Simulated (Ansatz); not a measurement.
# Crystal structures of iridium under BLYP

Computed with DFT, BLYP, plane waves (420 eV) with PAW, scalar-relativistic (Ansatz 0.2.0). (PAW data from PBE, frozen cores regenerated.)

Each structure is relaxed within its own symmetry, so a high-lying one may be dynamically unstable.

| structure | ΔE (meV/atom) | V (Å³/atom) | cell | magnetic state |
| --- | --- | --- | --- | --- |
| fcc | 0 | 15.26 | a = 3.938 Å | spin not included |
| dhcp | 31 | 15.29 | a = 2.786 Å, c = 9.102 Å (c/a = 3.268) | spin not included |
| hcp | 67 | 15.34 | a = 2.796 Å, c = 4.530 Å (c/a = 1.620) | spin not included |
| omega (AlB2-type) | 277 | 15.76 | a = 4.452 Å, c = 2.755 Å (c/a = 0.619) | spin not included |
| A15 | 453 | 15.93 | a = 5.032 Å | spin not included |
| diamond | 520 | 22.64 | a = 5.658 Å | spin not included |
| bcc | 562 | 15.88 | a = 3.167 Å | spin not included |
| simple cubic | 682 | 17.93 | a = 2.617 Å | spin not included |

ΔE counts from fcc.

Differences under about 8 meV lie within the error of the k-point mesh.
